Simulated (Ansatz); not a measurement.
## Worked example: correlation energy of PH2⁺, triplet

Geometry: a PBE0/def2-TZVP stationary point for this spin, not checked as a minimum.

```yaml
atoms:
  - { symbol: P, position_ang: [0.0000, -0.0418, 0.0000] }
  - { symbol: H, position_ang: [0.0000, 0.6425, -1.2397] }
  - { symbol: H, position_ang: [0.0000, 0.6425, 1.2397] }
```

Basis cc-pVDZ; Ansatz 0.2.0. Only valence electrons are correlated (noble-gas cores frozen), which leaves 6 electrons in 23 orbitals. R marks a restricted (for open shells ROHF) determinant, U an unrestricted one.

Full CI is exact within this basis and frozen core; it isn't the basis-set limit. The frozen core follows each run's orbitals, which can shift R against U totals by a few meV.

Runs differ by some tens of microhartree through their thresholds and, for an open shell, their frozen cores, so steps under 0.1 kcal/mol mean nothing.

```
    level  total energy (hartree)
      UHF             -341.528971
     UMP2             -341.609272
    UCCSD             -341.631997
 UCCSD(T)             -341.634102
   UCCSDT             -341.634718
UCCSDT(Q)             -341.634765
  full CI             -341.634757
```

Problem. What is the correlation energy at full CI, and what share of it do UMP2 and UCCSD(T) recover?

Solution. E(corr) = -341.634757 − (-341.528971) = -0.105786 hartree = -2.879 eV. UMP2: -0.080301 / -0.105786 = 75.91 %. UCCSD(T): -0.105131 / -0.105786 = 99.38 %.

Problem. By how many kcal/mol does UCCSD(T) miss full CI (1 hartree = 627.509 kcal/mol), and which steps make up the rest?

Solution. -341.634102 − (-341.634757) = 0.000655 hartree = 0.41 kcal/mol. Steps: UCCSDT − UCCSD(T) = -0.39, UCCSDT(Q) − UCCSDT = -0.03, full CI − UCCSDT(Q) = 0.01 kcal/mol. That is within 1 kcal/mol of the reference in this basis, which itself misses far more of the correlation at the basis-set limit.
